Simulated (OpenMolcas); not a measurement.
## How methods differ on PH3 (phosphine)

PH3 has 4 atoms, charge 0, and is taken as a singlet. SMILES: `P`. The shape is that of a PBE0-D4/def2-TZVP optimisation.

| atom | x (Å) | y (Å) | z (Å) |
| --- | --- | --- | --- |
| P | 0.3460 | -0.3265 | -0.3328 |
| H | 0.6309 | -0.0340 | 1.0270 |
| H | -1.0055 | -0.6630 | -0.0572 |
| H | 0.0287 | 1.0235 | -0.6369 |

Quantity: the energy change with the P1–H3 bond stretched from 1.420 to 2.485 Å, in eV. The values are calculated.

```tsv
level	kind	program	value (eV)	less FCI/STO-3G
HF/STO-3G (restricted)	Hartree–Fock	OpenMolcas	6.20	+2.54
PBE/STO-3G (restricted)	GGA	OpenMolcas	4.24	+0.58
r2SCAN/STO-3G (restricted)	meta-GGA	OpenMolcas	4.54	+0.88
B3LYP/STO-3G (restricted)	global hybrid	OpenMolcas	4.58	+0.92
B2PLYP/STO-3G (restricted)	double hybrid	OpenMolcas	4.70	+1.04
CASPT2(2,2)/STO-3G	multireference	OpenMolcas	3.67	+0.01
CASSCF(2,2)/STO-3G	multireference	OpenMolcas	3.67	+0.01
ACPF/STO-3G (restricted)	coupled cluster or CI	OpenMolcas	2.94	-0.72
CCSD(T)/STO-3G (restricted)	coupled cluster or CI	OpenMolcas	3.65	-0.01
FCI/STO-3G	exact in the basis	OpenMolcas	3.66	0.00
```

FCI/STO-3G is exact within its basis and frozen core, so for wave-function methods in that basis the difference is their error; functionals converge differently with the basis, so for them it is only a difference. Spin-restricted single references rise too steeply as a bond breaks, Hartree–Fock most of all. Perturbation and coupled-cluster corrections on them can overshoot downwards. The first shape isn't each level's own minimum. The values span 2.94 to 6.20 eV. All rows use very small basis sets, so even the best lies far from the true value.
